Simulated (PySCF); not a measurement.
Worked example: correlation energy of S$_{2}$, triplet

Geometry: MP2(full)/6-31G*, from the G2/97 set.

| atom | x (Å) | y (Å) | z (Å) |
| --- | --- | --- | --- |
| S | 0.0000 | 0.0000 | 0.0000 |
| S | 0.0000 | 0.0000 | 1.9202 |

Basis STO-3G; PySCF 2.14.0. Correlated methods freeze the noble-gas cores, which leaves 12 electrons in 8 orbitals. R marks a restricted (for open shells ROHF) determinant.

Full CI is exact within this basis and frozen core; it isn't the basis-set limit.

RCCSD has a T1 diagnostic of 0.008 and a largest doubles amplitude of 0.20.

| level | total energy (hartree) |
| --- | --- |
| RHF | -786.317891 |
| RMP2 | -786.381335 |
| RCCSD | -786.390285 |
| RCCSD(T) | -786.390838 |
| RCCSDT | -786.390993 |
| full CI | -786.392014 |

What is the correlation energy at full CI, and what share of it do RMP2 and RCCSD recover?

E(corr) = -786.392014 − (-786.317891) = -0.074123 hartree = -2.017 eV. RMP2: -0.063444 / -0.074123 = 85.59 %. RCCSD: -0.072394 / -0.074123 = 97.67 %.

By how many kcal/mol does RCCSD(T) miss full CI (1 hartree = 627.509 kcal/mol), and which steps make up the rest?

-786.390838 − (-786.392014) = 0.001176 hartree = 0.74 kcal/mol. Steps: RCCSDT − RCCSD(T) = -0.10, full CI − RCCSDT = -0.64 kcal/mol. That is within 1 kcal/mol of the reference in this basis, which itself misses far more of the correlation at the basis-set limit.
